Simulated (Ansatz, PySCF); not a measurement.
This PySCF input computes a CCSD(T)/cc-pVDZ energy:

```python
from pyscf import gto, scf, mp, cc as ccmod

mol = gto.M(
    atom='''
    C    -1.15560758   -0.01939183   -0.01978464
    C     0.24087785   -0.01165574   -0.00989118
    N     1.44282811    0.00934582    0.01142976
    H    -1.58379932   -0.76761383   -0.68871887
    H    -1.51517606   -0.12623595    1.03235025
    H    -1.51244297    1.01471445   -0.24558477
    ''',
    basis='cc-pvdz',
    charge=1,
    spin=1,
    verbose=4,
)

mf = scf.UHF(mol)
mf.conv_tol = 1e-10
mf.max_cycle = 100
mf.kernel()
mo, _, stable, _ = mf.stability(return_status=True)
if not stable:
    mf.kernel(mf.make_rdm1(mo, mf.mo_occ))
mp2 = mp.MP2(mf, frozen=3).run()
cc = ccmod.CCSD(mf, frozen=3)
cc.max_cycle = 100
cc.kernel()
et = cc.ccsd_t()
print(f'E(CCSD(T)) = {cc.e_tot + et:.9f}')
```

### Question
Write an input for the same energy in Ansatz (an electronic-structure program) and say what it gives.

### Answer

Ansatz 0.2 input:
```yaml
crystal:
  periodic: [false, false, false]
  atoms:
    - {symbol: C, position_ang: [-1.15560758, -0.01939183, -0.01978464]}
    - {symbol: C, position_ang: [0.24087785, -0.01165574, -0.00989118]}
    - {symbol: N, position_ang: [1.44282811, 0.00934582, 0.01142976]}
    - {symbol: H, position_ang: [-1.58379932, -0.76761383, -0.68871887]}
    - {symbol: H, position_ang: [-1.51517606, -0.12623595, 1.03235025]}
    - {symbol: H, position_ang: [-1.51244297, 1.01471445, -0.24558477]}
basis:
  gaussian:
    orbitals: cc-pVDZ
total_charge: 1
magnetization: {spin_polarized: true, initial_magnetization: 1}
correlation: {method: ccsd_t, electrons: outside_noble_gas}
```
It gives -131.96041 Eh, and PySCF -131.96041 Eh, a difference of 0.00 mEh.
